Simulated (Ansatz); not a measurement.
A made-up structure of SiNH$_{3}$S, closed shell:

```
6
angstrom
N -1.3071 -0.4031 -0.6979
Si -0.1295 0.5553 -0.2458
S 1.6089 0.2819 0.9229
H -1.3906 -1.3802 -0.4597
H -0.1417 1.9651 -0.6721
H 0.3871 1.5812 0.5891
```

It is relaxed with PBE-D4/def2-SVP and then PBE0-D4/def2-TZVP (Ansatz 0.2.0). Atoms count as bonded within 1.22 times the sum of their covalent radii (H–H: 0.88 Å). The end point is not checked to be a true minimum.

Problem. Does its bonding change? (Judge from chemistry; the calculation decides.)

Solution. Computed: Yes. Formed: S3–H6; broken: Si2–H6.

Where it ends: The first stage lowers the energy by 2.72 eV in 11 steps. It ends as SiNH₃S ([NH][SiH][SH]):
N1  (-1.360, -0.553, -0.889)
Si2  (-0.377, 0.556, -0.335)
S3  (1.147, 0.444, 1.125)
H4  (-1.382, -1.518, -0.593)
H5  (-0.468, 1.927, -0.870)
H6  (1.467, 1.744, 0.998)
(Å)

Labels in which every atom is bracketed show which atoms are joined, not bond orders.

For scale, one of the runs: PBE0-D4/def2-TZVP relaxation, 123 basis functions, launched by `ansatz run in.yaml --threads 2 --pin off --events-out ev --progress --plain --max-ram 4352MiB`. The run took about 9 s on 2 CPU threads of an Intel Xeon 6975P-C (shared host).
